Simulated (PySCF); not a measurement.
Compound: C6H8.
Geometry (PBE0-D3(BJ)/def2-SVP, Å), atoms numbered from 1 in this order:
```
atom  x, y, z in Å
C1     1.6381    0.2065   -0.4460
C2     1.3146   -0.0245    1.0939
C3    -0.1298   -0.1444    0.6333
C4     0.1390    0.0468   -0.6458
C5    -1.3136    0.0163   -1.0949
C6    -1.6372   -0.2145    0.4451
H7     2.2859   -0.5589   -0.9043
H8     2.0587    1.1998   -0.6747
H9     1.5530    0.8367    1.7398
H10    1.7724   -0.9260    1.5337
H11   -1.6116   -0.8104   -1.7608
H12   -1.7184    0.9563   -1.5053
H13   -2.2272    0.5933    0.9088
H14   -2.1228   -1.1768    0.6776
```

Jobs on this species (14 atoms, 44 electrons) with PySCF (density fitting). Hardware of each: one thread of an Intel Xeon 6975P-C, no GPU, shared host. Other jobs ran on the host; a repeat could differ by tens of per cent or more. Peak memory is the resident size of the whole Python process, interpreter and libraries included.

Question: Rank these jobs by wall time, shortest first.
A. B3LYP/pcJ-1; spin–spin couplings from 14 perturbed nuclei, spin–dipole term left out; 242 basis functions
B. PBE0/pcSseg-1; shieldings, ring-centre shieldings, charges and field gradients; 142 basis functions
C. PBE0-D3(BJ)/def2-SVP, grid level 1; geometry optimisation from an MMFF94s start; 124 basis functions

Answer: B (8.8 s), A (21 s), C (66 s).

All jobs:

```json
{"level and settings": "PBE0/pcSseg-1", "work": "shieldings, ring-centre shieldings, charges and field gradients", "basis functions": "142", "SCF cycles": "12", "wall time": "8.8 s", "peak memory": "0.72 GiB"}
{"level and settings": "B3LYP/pcJ-1", "work": "spin–spin couplings from 14 perturbed nuclei, spin–dipole term left out", "basis functions": "242", "SCF cycles": "12", "wall time": "21 s", "peak memory": "0.99 GiB"}
{"level and settings": "CAM-B3LYP/def2-SVPD", "work": "10 singlets by full TDDFT, 4 Tamm–Dancoff triplets, polarisability, ΔSCF ions", "basis functions": "184", "SCF cycles": "10", "wall time": "31 s", "peak memory": "0.98 GiB"}
{"level and settings": "PBE/pcSseg-2", "work": "shieldings, ring-centre shieldings", "basis functions": "328", "SCF cycles": "15", "wall time": "48 s", "peak memory": "1.1 GiB"}
{"level and settings": "PBE0-D3(BJ)/def2-SVP, grid level 1", "work": "geometry optimisation from an MMFF94s start", "basis functions": "124", "SCF cycles": "121", "wall time": "66 s", "peak memory": "0.49 GiB"}
```

Q: What do all jobs in the table cost together?

A: About 2.9 min; the longest takes about 38 % of that, and about 7.5 times as long as the shortest.
